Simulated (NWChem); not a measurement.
Correlation energy of water (H₂O)

```
O
H 1 0.9747
H 1 0.9747 2 102.04
```
Charge 0, spin multiplicity 1.

All runs are NWChem calculations. Structure: optimised with PBE/def2-SVP, a minimum by its harmonic frequencies.

Basis set: cc-pVDZ. Each correlation energy counts from its own Hartree-Fock reference.

The correlated methods keep 1 core orbital frozen. Coupled-cluster values serve here as a point of comparison, not as the truth.

### Question
Order these methods by the correlation energy they give, lowest first: CCSD(T), SCS-MP2, RI-MP2, CCSD.

### Answer
CCSD(T) (-215.8 mHa), CCSD (-212.7 mHa), RI-MP2 (-203.1 mHa), SCS-MP2 (-199.6 mHa)
